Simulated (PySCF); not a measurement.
Reproducing measurements on 1,3-butadiene

**Measured values to compare with.**

From NIST CCCBDB Release 22 (SRD 101), experimental polarizabilities, for the gas: mean polarisability 8.881 Å³.

How close the calculation comes is told at the end.

1,3-butadiene, C₄H₆.
SMILES with atom numbers: `[CH2:1]=[CH:2][CH:3]=[CH2:4]` (hydrogens: H5, H6 on C1; H7 on C2; H8 on C3; H9, H10 on C4)

Cartesian coordinates in Å at the GFN2-xTB level; atoms count from 1:
```xyz
10
C4H6 angstrom
C      1.7001    0.2071   -0.6537
C      0.6905   -0.1849    0.1157
C     -0.6879    0.1865   -0.1193
C     -1.6982   -0.2065    0.6487
H      1.5412    0.8378   -1.5131
H      2.7172   -0.0846   -0.4563
H      0.8726   -0.8181    0.9744
H     -0.8700    0.8204   -0.9777
H     -2.7155    0.0846    0.4502
H     -1.5412   -0.8376    1.5085
```

Runs made with PySCF (gas phase, on this GFN2-xTB geometry; no spin–orbit coupling):

| level | job | basis functions |
| --- | --- | --- |
| CAM-B3LYP/def2-SVPD | 8 singlets by full TDDFT, 3 Tamm–Dancoff triplets, polarisability | 128 |
| PBE0/def2-SVPD | 6 singlets by full TDDFT, 2 Tamm–Dancoff triplets, polarisability, density and orbital grids written | 128 |
| PBE0/pcseg-1, start guess sap | 3 singlets by full TDDFT, polarisability | 86 |

Results beside the measurements:

**Mean polarisability.** Measured: 8.881 Å³ (NIST CCCBDB Release 22 (SRD 101), experimental polarizabilities).

```json
{"level": "CAM-B3LYP/def2-SVPD", "computed (Å³)": "7.983", "computed − measured (Å³)": "-0.898", "% (from the printed values)": "-10"}
{"level": "PBE0/def2-SVPD", "computed (Å³)": "7.999", "computed − measured (Å³)": "-0.882", "% (from the printed values)": "-10"}
{"level": "PBE0/pcseg-1", "computed (Å³)": "6.879", "computed − measured (Å³)": "-2.002", "% (from the printed values)": "-23"}
```

Closest is PBE0/def2-SVPD (-0.882 Å³), furthest PBE0/pcseg-1 (-2.002 Å³); one molecule doesn't rank methods. All 3 levels lie below the measurement. The computed values are static and purely electronic, with core orbitals frozen in the response (1 au = 0.148185 Å³). The table of measured values doesn't say here whether a value is static or optical, or holds a vibrational part. The measurement averages over conformers, the calculation has one.

No measured geometry was used, and the causes of the misses weren't examined.
